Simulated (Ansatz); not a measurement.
A nudged elastic band was laid between two geometries of Cl2H2Si (5 atoms, charge 0, multiplicity 1).

Level of theory: RKS revPBE/def2-SVP (Ansatz).

| Property | Result |
| --- | --- |
| movable images | 5 |
| climbing image | yes |
| spring | 5.0 eV/Å² |
| optimiser | quadratic models (default) |
| start path | through a guess of the saddle point |
| force threshold | 0.05 eV/Å |
| iteration limit | 60 |
| end points | relaxed |

First end point:

```xyz
5
Properties=species:S:1:pos:R:3
Si 0.290 0.008 0.086
Cl 0.664 0.030 2.132
H 1.600 0.030 -0.637
Cl -0.799 1.689 -0.471
H -0.517 -1.210 -0.235
```

Last end point:

```xyz
5
Properties=species:S:1:pos:R:3
Si -0.282 -0.211 -0.870
Cl 1.459 -0.168 1.443
H 2.491 0.260 0.779
Cl -1.253 1.670 -0.597
H -1.180 -1.004 0.120
```

Problem. Which bonds break or form, and what moves?

Solution. Bonds broken: Si1–Cl2, Si1–H3. Bonds formed: Cl2–H3. Cl2H2Si becomes ClH + ClHSi.

Problem. What energy profile does the band end with?

Solution. It converged. The highest image is number 3 of 0 to 6, 257.7 kJ/mol above the first end and 13.1 kJ/mol above the last; the last end lies 244.6 kJ/mol above the first. Neighbouring images differ by up to 1.5 eV, so the band resolves the path poorly. A vibrational analysis at the climbing image gives one clearly imaginary mode, 393i cm⁻¹: a first-order saddle point. The orbitals stay closed-shell, which can raise the energy where a bond breaks towards radicals; this wasn't checked here.

```
image  path coordinate (Å)  energy (kJ/mol)  Si1–Cl2 (Å)  Si1–H3 (Å)  Cl2–H3 (Å)
    0                 0.00              0.0         2.08        1.50        2.92
    1                 0.51             43.9         2.12        1.48        2.44
    2                 1.03            189.1         2.35        1.50        1.95
    3                 1.54            257.7         2.68        1.72        1.51
    4                 2.04            252.7         3.03        2.25        1.33
    5                 2.54            248.7         2.99        2.81        1.30
    6                 3.03            244.6         2.90        3.26        1.30
```

Problem. What is the geometry of the highest image?

Solution. 
```xyz
5
Properties=species:S:1:pos:R:3:forces:R:3
Si 0.186 0.001 -0.559 -0.01 -0.01 0.00
Cl 1.294 -0.065 1.884 0.00 0.00 -0.01
H 1.613 0.053 0.408 0.00 0.00 0.00
Cl -1.066 1.680 -0.625 0.00 0.00 0.00
H -0.791 -1.123 -0.233 0.00 0.00 0.00
```

Time of the run: 60 s on 1 thread of Arm Neoverse V2 (shared host), peak memory 0.11 GiB.
